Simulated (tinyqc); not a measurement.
CCSD on RHF in the sto-3g basis, frozen core, for H2F+, spin multiplicity 1, step by step. Computed by tinyqc, a small Python program that keeps every step (integrals from PySCF). Settings: charge = 1, multiplicity = 1, basis = sto-3g, method = RHF, frozen orbitals = 1, energy threshold = 1e-10, iteration cap = 86, orthogonalisation = symmetric, start = Wolfsberg-Helmholz matrix, DIIS depth = 6, amplitude equations = CCSD, DIIS depth for amplitudes = 0, cap on updates = 66. Command: `OMP_NUM_THREADS=1 python tinyqc.py 28883 28884 out.jsonl` (the two numbers bound the seeds that draw the settings). One thread of a shared host (Intel(R) Xeon(R) Processor @ 2.60GHz), about 0.2 s of CPU time with the checks. The early iterations of the SCF are left out here.

## One-electron integrals

Geometry (angstrom):
```
atom         x          y         z
F     0.000000   0.000000  0.000000
H     0.000000   0.972000  0.665000
H     0.000000  -0.972000  0.665000
```

Basis sto-3g: exponents (1/bohr^2) and contraction coefficients of normalised primitives:
```
element  l (shell)    exponent  coefficient
F            s (1)  166.679130     0.154329
F            s (1)   30.360812     0.535328
F            s (1)    8.216821     0.444635
F            s (2)    6.464803    -0.099967
F            s (2)    1.502281     0.399513
F            s (2)    0.488588     0.700115
F            p (3)    6.464803     0.155916
F            p (3)    1.502281     0.607684
F            p (3)    0.488588     0.391957
H            s (1)    3.425251     0.154329
H            s (1)    0.623914     0.535328
H            s (1)    0.168855     0.444635
```

Overlap, kinetic and nuclear-attraction integrals over the contracted functions; the nuclear repulsion is the sum of Za Zb / Rab.

nuclear repulsion = 8.36007745 hartree

overlap S, lower triangle:
```
           1F 1s     1F 2s    1F 2px     1F 2py    1F 2pz     2H 1s     3H 1s
1F 1s   1.000000
1F 2s   0.237990  1.000000
1F 2px  0.000000  0.000000  1.000000
1F 2py  0.000000  0.000000  0.000000   1.000000
1F 2pz  0.000000  0.000000  0.000000   0.000000  1.000000
2H 1s   0.026532  0.294542  0.000000   0.209831  0.143557  1.000000
3H 1s   0.026532  0.294542  0.000000  -0.209831  0.143557  0.130602  1.000000
```

kinetic energy T (hartree), lower triangle:
```
            1F 1s     1F 2s    1F 2px     1F 2py    1F 2pz      2H 1s     3H 1s
1F 1s   36.984577
1F 2s   -0.212858  1.037995
1F 2px   0.000000  0.000000  3.248015
1F 2py   0.000000  0.000000  0.000000   3.248015
1F 2pz   0.000000  0.000000  0.000000   0.000000  3.248015
2H 1s   -0.007697  0.029068  0.000000   0.092778  0.063475   0.760032
3H 1s   -0.007697  0.029068  0.000000  -0.092778  0.063475  -0.009335  0.760032
```

nuclear attraction V (hartree), lower triangle:
```
             1F 1s       1F 2s      1F 2px      1F 2py      1F 2pz      2H 1s      3H 1s
1F 1s   -77.908232
1F 2s    -9.390679  -12.439024
1F 2px    0.000000    0.000000  -12.305541
1F 2py    0.000000    0.000000    0.000000  -12.388781
1F 2pz   -0.010309   -0.128016    0.000000    0.000000  -12.344503
2H 1s    -1.072054   -2.660141    0.000000   -1.620600   -1.137126  -5.480998
3H 1s    -1.072054   -2.660141    0.000000    1.620600   -1.137126  -0.819641  -5.480998
```

core Hamiltonian H = T + V (hartree), lower triangle:
```
             1F 1s       1F 2s     1F 2px     1F 2py     1F 2pz      2H 1s      3H 1s
1F 1s   -40.923655
1F 2s    -9.603536  -11.401028
1F 2px    0.000000    0.000000  -9.057526
1F 2py    0.000000    0.000000   0.000000  -9.140767
1F 2pz   -0.010309   -0.128016   0.000000   0.000000  -9.096489
2H 1s    -1.079751   -2.631073   0.000000  -1.527821  -1.073652  -4.720966
3H 1s    -1.079751   -2.631073   0.000000   1.527821  -1.073652  -0.828976  -4.720966
```

## Two-electron integrals

Functions are numbered as in S; the eight-fold symmetry (ij|kl) = (ji|kl) = (kl|ij) leaves the list below.

Two-electron integrals (ij|kl) in chemists' order, unique and non-zero (hartree):
```
(11|11) 5.403501    (21|11) 0.841920    (21|21) 0.156299    (22|11) 1.268028
(22|21) 0.292344    (22|22) 0.926167    (31|31) 0.027998    (32|31) 0.043169
(32|32) 0.204588    (33|11) 1.264502    (33|21) 0.292403    (33|22) 0.925959
(33|33) 0.997514    (41|41) 0.027998    (42|41) 0.043169    (42|42) 0.204588
(43|43) 0.053770    (44|11) 1.264502    (44|21) 0.292403    (44|22) 0.925959
(44|33) 0.889973    (44|44) 0.997514    (51|51) 0.027998    (52|51) 0.043169
(52|52) 0.204588    (53|53) 0.053770    (54|54) 0.053770    (55|11) 1.264502
(55|21) 0.292403    (55|22) 0.925959    (55|33) 0.889973    (55|44) 0.889973
(55|55) 0.997514    (61|11) 0.094998    (61|21) 0.017500    (61|22) 0.032568
(61|33) 0.032518    (61|41) 0.000581    (61|42) 0.001096    (61|44) 0.032623
(61|51) 0.000397    (61|52) 0.000750    (61|54) 0.000072    (61|55) 0.032567
(61|61) 0.001979    (62|11) 0.258460    (62|21) 0.060465    (62|22) 0.215887
(62|33) 0.212639    (62|41) 0.003391    (62|42) 0.027299    (62|44) 0.219129
(62|51) 0.002320    (62|52) 0.018677    (62|54) 0.004440    (62|55) 0.215677
(62|61) 0.006877    (62|62) 0.063750    (63|31) 0.006111    (63|32) 0.037043
(63|43) 0.005636    (63|53) 0.003856    (63|63) 0.009139    (64|11) 0.151324
(64|21) 0.035836    (64|22) 0.136992    (64|33) 0.131277    (64|41) 0.007860
(64|42) 0.053327    (64|44) 0.146442    (64|51) 0.001197    (64|52) 0.011141
(64|54) 0.006519    (64|55) 0.133099    (64|61) 0.004232    (64|62) 0.049722
(64|64) 0.047669    (65|11) 0.103530    (65|21) 0.024517    (65|22) 0.093724
(65|33) 0.089814    (65|41) 0.001197    (65|42) 0.011141    (65|44) 0.092477
(65|51) 0.006930    (65|52) 0.044665    (65|54) 0.007458    (65|55) 0.098772
(65|61) 0.002895    (65|62) 0.034017    (65|64) 0.026361    (65|65) 0.027174
(66|11) 0.442278    (66|21) 0.105135    (66|22) 0.433992    (66|33) 0.420263
(66|41) 0.006822    (66|42) 0.078532    (66|44) 0.448034    (66|51) 0.004667
(66|52) 0.053728    (66|54) 0.019000    (66|55) 0.433262    (66|61) 0.012010
(66|62) 0.170462    (66|64) 0.155013    (66|65) 0.106053    (66|66) 0.774606
(71|11) 0.094998    (71|21) 0.017500    (71|22) 0.032568    (71|33) 0.032518
(71|41) -0.000581   (71|42) -0.001096   (71|44) 0.032623    (71|51) 0.000397
(71|52) 0.000750    (71|54) -0.000072   (71|55) 0.032567    (71|61) 0.001953
(71|62) 0.006688    (71|64) 0.003809    (71|65) 0.002819    (71|66) 0.011617
(71|71) 0.001979    (72|11) 0.258460    (72|21) 0.060465    (72|22) 0.215887
(72|33) 0.212639    (72|41) -0.003391   (72|42) -0.027299   (72|44) 0.219129
(72|51) 0.002320    (72|52) 0.018677    (72|54) -0.004440   (72|55) 0.215677
(72|61) 0.006688    (72|62) 0.051090    (72|64) 0.027652    (72|65) 0.026397
(72|66) 0.109778    (72|71) 0.006877    (72|72) 0.063750    (73|31) 0.006111
(73|32) 0.037043    (73|43) -0.005636   (73|53) 0.003856    (73|63) 0.007049
(73|73) 0.009139    (74|11) -0.151324   (74|21) -0.035836   (74|22) -0.136992
(74|33) -0.131277   (74|41) 0.007860    (74|42) 0.053327    (74|44) -0.146442
(74|51) -0.001197   (74|52) -0.011141   (74|54) 0.006519    (74|55) -0.133099
(74|61) -0.003809   (74|62) -0.027652   (74|64) -0.008256   (74|65) -0.014045
(74|66) -0.055460   (74|71) -0.004232   (74|72) -0.049722   (74|74) 0.047669
(75|11) 0.103530    (75|21) 0.024517    (75|22) 0.093724    (75|33) 0.089814
(75|41) -0.001197   (75|42) -0.011141   (75|44) 0.092477    (75|51) 0.006930
(75|52) 0.044665    (75|54) -0.007458   (75|55) 0.098772    (75|61) 0.002819
(75|62) 0.026397    (75|64) 0.014045    (75|65) 0.020537    (75|66) 0.062327
(75|71) 0.002895    (75|72) 0.034017    (75|74) -0.026361   (75|75) 0.027174
(76|11) 0.074685    (76|21) 0.017660    (76|22) 0.069442    (76|33) 0.068111
(76|44) 0.069408    (76|51) 0.001047    (76|52) 0.010466    (76|55) 0.070734
(76|61) 0.001988    (76|62) 0.020811    (76|64) 0.014323    (76|65) 0.012735
(76|66) 0.062083    (76|71) 0.001988    (76|72) 0.020811    (76|74) -0.014323
(76|75) 0.012735    (76|76) 0.008877    (77|11) 0.442278    (77|21) 0.105135
(77|22) 0.433992    (77|33) 0.420263    (77|41) -0.006822   (77|42) -0.078532
(77|44) 0.448034    (77|51) 0.004667    (77|52) 0.053728    (77|54) -0.019000
(77|55) 0.433262    (77|61) 0.011617    (77|62) 0.109778    (77|64) 0.055460
(77|65) 0.062327    (77|66) 0.271079    (77|71) 0.012010    (77|72) 0.170462
(77|74) -0.155013   (77|75) 0.106053    (77|76) 0.062083    (77|77) 0.774606
```

## Orthogonalisation

S = U s U^T; symmetric (Loewdin) form X = U s^(-1/2) U^T, so that X^T S X = 1.

eigenvalues of S: 0.550121  0.630853  0.903444  1.000000  1.091838  1.238545  1.585199

X, lower triangle:
```
            1F 1s      1F 2s    1F 2px     1F 2py     1F 2pz      2H 1s     3H 1s
1F 1s    1.023218
1F 2s   -0.131541   1.094218
1F 2px   0.000000   0.000000  1.000000
1F 2py   0.000000   0.000000  0.000000   1.040056
1F 2pz  -0.003851   0.034258  0.000000   0.000000   1.016289
2H 1s    0.014585  -0.156522  0.000000  -0.124469  -0.074732   1.067703
3H 1s    0.014585  -0.156522  0.000000   0.124469  -0.074732  -0.049824  1.067703
```

## Iteration 8 (converged): orbitals

converged F (hartree), lower triangle:
```
             1F 1s      1F 2s     1F 2px     1F 2py     1F 2pz      2H 1s      3H 1s
1F 1s   -26.536434
1F 2s    -6.767599  -3.541545
1F 2px    0.000000   0.000000  -0.972221
1F 2py    0.000000   0.000000   0.000000  -0.852164
1F 2pz   -0.019129  -0.073532   0.000000   0.000000  -0.898410
2H 1s    -0.768780  -0.860544   0.000000  -0.437114  -0.339932  -0.654871
3H 1s    -0.768780  -0.860544   0.000000   0.437114  -0.339932  -0.212717  -0.654871
```

Diagonalise F' = X^T F X, C = X C', fill 5 alpha and 5 beta electrons from the bottom; D = 2 C_occ C_occ^T. Each column has its largest component positive (the first on a tie).

F' = X^T F X (hartree), lower triangle:
```
            1          2          3          4          5          6          7
1  -26.061996
2   -3.423258  -2.266708
3    0.000000   0.000000  -0.972221
4    0.000000   0.000000   0.000000  -0.709153
5   -0.035161   0.025756   0.000000   0.000000  -0.834145
6   -0.064315  -0.357126   0.000000  -0.349778  -0.242048  -0.382252
7   -0.064315  -0.357126   0.000000   0.349778  -0.242048  -0.046862  -0.382252
```

orbital energies (hartree): MO1 -26.545715, MO2 -1.946556, MO3 -1.051057, MO4 -0.985186, MO5 -0.972221, MO6 -0.114506, MO7 0.006514

coefficients C:
```
              MO1        MO2        MO3        MO4       MO5        MO6        MO7
1F 1s    0.994899  -0.253889   0.000000   0.055031  0.000000   0.086055   0.000000
1F 2s    0.021335   0.972717   0.000000  -0.271885  0.000000  -0.494199   0.000000
1F 2px   0.000000   0.000000   0.000000   0.000000  1.000000   0.000000   0.000000
1F 2py   0.000000   0.000000   0.755488   0.000000  0.000000   0.000000   0.736166
1F 2pz   0.001639   0.072409   0.000000   0.870605  0.000000  -0.531039   0.000000
2H 1s   -0.003088   0.076264   0.346913   0.238000  0.000000   0.697041  -0.720817
3H 1s   -0.003088   0.076264  -0.346913   0.238000  0.000000   0.697041   0.720817
```

D after iteration 8, lower triangle:
```
            1F 1s      1F 2s    1F 2px     1F 2py    1F 2pz      2H 1s     3H 1s
1F 1s    2.114624
1F 2s   -0.481397   2.041111
1F 2px   0.000000   0.000000  2.000000
1F 2py   0.000000   0.000000  0.000000   1.141523
1F 2pz   0.062314  -0.332473  0.000000   0.000000  1.526398
2H 1s   -0.018675   0.018817  0.000000   0.524177  0.425442   0.365636
3H 1s   -0.018675   0.018817  0.000000  -0.524177  0.425442  -0.115758  0.365636
```

## Convergence

Stop when the energy changes by less than 1e-10 hartree and every element of the error matrix X^T (F D S - S D F) X is below 3e-06.

Course of the cycle:
```
iteration   E (hartree)     change  largest element of the error matrix
1          -98.48477912          -                             4.00e-01
2          -98.78861754  -3.04e-01                             1.11e-01
3          -98.80077541  -1.22e-02                             1.93e-02
4          -98.80134199  -5.67e-04                             3.61e-03
5          -98.80136700  -2.50e-05                             1.44e-03
6          -98.80137352  -6.53e-06                             7.81e-06
7          -98.80137352  -1.87e-10                             3.34e-08
8          -98.80137352   1.42e-14                             4.80e-10
```

PySCF RHF in the same basis = -98.80137352 hartree

Converged in 8 iterations.

## Integrals over molecular orbitals

(pq|rs) = sum C_ip C_jq C_kr C_ls (ij|kl), one index at a time.

one-electron integrals over orbitals h = C^T H C (hartree), lower triangle:
```
            1          2          3          4          5          6          7
1  -40.906284
2    0.700926  -9.532632
3    0.000000   0.000000  -7.755684
4   -0.141233   0.364159   0.000000  -8.408590
5    0.000000   0.000000   0.000000   0.000000  -9.057526
6   -0.229732   1.171944   0.000000   1.617839   0.000000  -5.339279
7    0.000000   0.000000  -2.253657   0.000000   0.000000   0.000000  -5.755230
```

Two-electron integrals over orbitals (pq|rs), unique and non-zero (hartree); the lowest 1 orbital is frozen and left out:
```
(22|22) 0.861965    (32|32) 0.150236    (33|22) 0.740980    (33|33) 0.704466
(42|22) -0.012900   (42|33) -0.008625   (42|42) 0.161597    (43|32) 0.008564
(43|43) 0.049261    (44|22) 0.806297    (44|33) 0.687258    (44|42) -0.079238
(44|44) 0.844190    (52|52) 0.185133    (53|53) 0.037101    (54|52) -0.029657
(54|54) 0.050434    (55|22) 0.886116    (55|33) 0.730349    (55|42) -0.051883
(55|44) 0.814517    (55|55) 0.997514    (62|22) -0.128203   (62|33) -0.079430
(62|42) -0.050794   (62|44) -0.084414   (62|55) -0.130856   (62|62) 0.066919
(63|32) 0.021599    (63|43) 0.020067    (63|63) 0.069784    (64|22) -0.168802
(64|33) -0.098830   (64|42) 0.016471    (64|44) -0.169324   (64|55) -0.174294
(64|62) 0.057218    (64|64) 0.093372    (65|52) -0.044843   (65|54) -0.012380
(65|65) 0.022111    (66|22) 0.537287    (66|33) 0.524461    (66|42) 0.060297
(66|44) 0.516798    (66|55) 0.518011    (66|62) -0.045333   (66|64) -0.023938
(66|66) 0.523159    (72|32) 0.073426    (72|43) -0.018989   (72|63) -0.022030
(72|72) 0.057386    (73|22) 0.227149    (73|33) 0.169959    (73|42) -0.053954
(73|44) 0.198789    (73|55) 0.242925    (73|62) -0.061394   (73|64) -0.102450
(73|66) 0.013455    (73|73) 0.167595    (74|32) -0.049530   (74|43) 0.002257
(74|63) -0.047962   (74|72) -0.009994   (74|74) 0.049921    (75|53) 0.025600
(75|75) 0.019349    (76|32) -0.081007   (76|43) -0.055449   (76|63) -0.088113
(76|72) 0.003527    (76|74) 0.064894    (76|76) 0.164421    (77|22) 0.581075
(77|33) 0.580604    (77|42) 0.008037    (77|44) 0.558188    (77|55) 0.569609
(77|62) -0.037027   (77|64) -0.030587   (77|66) 0.516065    (77|73) 0.062475
(77|77) 0.547540
```

## CCSD: starting amplitudes

t_ij^ab = <ij||ab> / (e_i + e_j - e_a - e_b), whose energy is MP2.

Starting amplitudes (spin orbitals 1a, 1b, ...; amplitudes related by a flip of all spins are not repeated):
```
from      to          t
3a 3b  7a 7b  -0.079236
4a 4b  6a 6b  -0.053620
3a 4b  6b 7a  -0.053131
3a 3b  6a 6b  -0.037256
3a 4a  6a 7a  -0.028258
4a 4b  7a 7b  -0.025169
3a 4b  6a 7b   0.024873
2a 3b  6a 7b   0.021246
2a 4b  6a 6b  -0.021170
2a 2b  6a 6b  -0.018264
2a 2b  7a 7b  -0.014691
2a 3a  6a 7a   0.013623
5a 5b  6a 6b  -0.012890
5a 5b  7a 7b  -0.009885
2a 3b  6b 7a  -0.007624
2a 4b  7a 7b   0.003394
```

correlation energy = -0.04754371 hartree

## CCSD: amplitude update 1

t_i^a D_i^a and t_ij^ab D_ij^ab are set to the remaining terms of the spin-orbital equations, evaluated with the old amplitudes; for the doubles these are <ij||ab> + 1/2 <ab||ef> t_ij^ef + 1/2 <mn||ij> t_mn^ab + P(ij)P(ab) <mb||ej> t_im^ae + terms in t^2 + terms with t1, D the orbital-energy denominators.

Amplitudes after update 1 (spin orbitals 1a, 1b, ...; amplitudes related by a flip of all spins are not repeated):
```
from      to          t
3a 3b  7a 7b  -0.097410
3a 4b  6b 7a  -0.063976
4a 4b  6a 6b  -0.062278
3a 3b  6a 6b  -0.048307
3a 4b  6a 7b   0.036480
4a 4b  7a 7b  -0.030663
2a 4b  6a 6b  -0.027919
3a 4a  6a 7a  -0.027496
4a        6a   0.026699
2a 3b  6a 7b   0.025953
3a        7a  -0.019299
2a 2b  6a 6b  -0.017098
2a 2b  7a 7b  -0.013476
2a 3a  6a 7a   0.013196
2a 3b  6b 7a  -0.012757
5a 5b  6a 6b  -0.011946
5a 5b  7a 7b  -0.008540
2a        6a   0.003622
2a 4b  7a 7b   0.001450
```

correlation energy = -0.05668836 hartree

## CCSD: amplitude update 2

As before.

Amplitudes after update 2 (spin orbitals 1a, 1b, ...; amplitudes related by a flip of all spins are not repeated):
```
from      to          t
3a 3b  7a 7b  -0.104904
4a 4b  6a 6b  -0.069563
3a 4b  6b 7a  -0.069445
3a 3b  6a 6b  -0.053263
3a 4b  6a 7b   0.043321
4a        6a   0.037682
4a 4b  7a 7b  -0.034463
2a 4b  6a 6b  -0.030103
2a 3b  6a 7b   0.026883
3a 4a  6a 7a  -0.026125
3a        7a  -0.023765
2a 2b  6a 6b  -0.017660
2a 3b  6b 7a  -0.014656
2a 2b  7a 7b  -0.013515
2a 3a  6a 7a   0.012228
5a 5b  6a 6b  -0.012158
5a 5b  7a 7b  -0.008311
2a        6a   0.004172
2a 4b  7a 7b   0.000931
```

correlation energy = -0.06095807 hartree

## CCSD: convergence

E_corr = 1/4 sum <ij||ab> t_ij^ab + 1/2 sum <ij||ab> t_i^a t_j^b; stop when the norm of the change is below 1e-8.

Course of the amplitude iterations:
```
update  correlation energy (hartree)  norm of the change
0                        -0.04754371                   -
1                        -0.05668836            8.52e-02
2                        -0.06095807            3.99e-02
3                        -0.06268066            1.91e-02
4                        -0.06346709            9.85e-03
5                        -0.06383556            5.27e-03
6                        -0.06401600            2.92e-03
7                        -0.06410726            1.65e-03
8                        -0.06415482            9.44e-04
9                        -0.06418023            5.45e-04
10                       -0.06419409            3.16e-04
11                       -0.06420179            1.84e-04
12                       -0.06420612            1.07e-04
13                       -0.06420857            6.27e-05
...                              ...                 ...
17                       -0.06421154            7.33e-06
18                       -0.06421169            4.29e-06
19                       -0.06421179            2.51e-06
20                       -0.06421184            1.47e-06
21                       -0.06421187            8.61e-07
22                       -0.06421189            5.04e-07
23                       -0.06421190            2.95e-07
24                       -0.06421191            1.73e-07
25                       -0.06421191            1.01e-07
26                       -0.06421191            5.93e-08
27                       -0.06421191            3.47e-08
28                       -0.06421192            2.03e-08
29                       -0.06421192            1.19e-08
30                       -0.06421192            6.98e-09
```

Converged amplitudes (spin orbitals 1a, 1b, ...; amplitudes related by a flip of all spins are not repeated):
```
from      to          t
3a 3b  7a 7b  -0.109539
4a 4b  6a 6b  -0.079213
3a 4b  6b 7a  -0.074148
3a 3b  6a 6b  -0.054772
4a        6a   0.051606
3a 4b  6a 7b   0.050529
4a 4b  7a 7b  -0.037974
2a 4b  6a 6b  -0.032369
2a 3b  6a 7b   0.026761
3a        7a  -0.024514
3a 4a  6a 7a  -0.023620
2a 2b  6a 6b  -0.017971
2a 3b  6b 7a  -0.016043
2a 2b  7a 7b  -0.012938
5a 5b  6a 6b  -0.012020
2a 3a  6a 7a   0.010719
5a 5b  7a 7b  -0.007839
2a        6a   0.003313
2a 4b  7a 7b   0.000270
```

CCSD total energy = -98.86558544 hartree

T1 diagnostic, norm of the one-spin t1 over sqrt(correlated electrons) = 0.020233

Converged in 30 updates.
